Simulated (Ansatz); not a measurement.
A relaxed structure of Ni. Space group Fm-3m (No. 225), fcc (Cu type). Computed with PBE (plane waves to 420 eV, PAW, scalar-relativistic; Ansatz, an electronic-structure program).

```cif
data_Ni
_chemical_formula_sum 'Ni1'
_space_group_name_H-M_alt 'P 1'
_space_group_IT_number 1
_cell_length_a 2.48813
_cell_length_b 2.48813
_cell_length_c 2.48813
_cell_angle_alpha 60.000
_cell_angle_beta 60.000
_cell_angle_gamma 60.000
loop_
_space_group_symop_operation_xyz
  'x, y, z'
loop_
_atom_site_label
_atom_site_type_symbol
_atom_site_fract_x
_atom_site_fract_y
_atom_site_fract_z
_atom_site_occupancy
Ni1 Ni 0.50000 0.50000 0.50000 1
```

### Question
Estimate the magnetic moment that PBE returns for this input.

### Answer
Net 0.63 μB/atom, ferromagnetic.

Spin state reached: ferromagnetic (net 0.63 μB/atom), from parallel starting moments; other spin orders were not run from this start.

Measured for Ni: a 3.508 Å (static lattice; corrected from measurement; as listed in Daniel Mejia-Rodriguez, S. B. Trickey, Phys. Rev. B (2018)). Computed minus measured — a: PBE +0.3 %. The computed values are for a static lattice.

The run could not lose the symmetry of its start; a randomly shaken copy of 2 atoms returns to this structure.
